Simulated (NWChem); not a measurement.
Species: acetone (C₃H₆O); SMILES CC(C)=O

Results from NWChem. Coordinates come from a PBE-D3(BJ)/def2-SVP optimisation. Level: M05-2X/def2-SVP with SMD (1 M gas to 1 M solution), gas-phase geometry.

**Question.** What does the run give for solvent ethylene glycol? Quantities: solvation free energy (kcal/mol); cavity-dispersion-structure term (kcal/mol); dipole in solution (D).

**Answer.** solvation free energy (kcal/mol): -3.7
cavity-dispersion-structure term (kcal/mol): 4.1
dipole in solution (D): 4.25
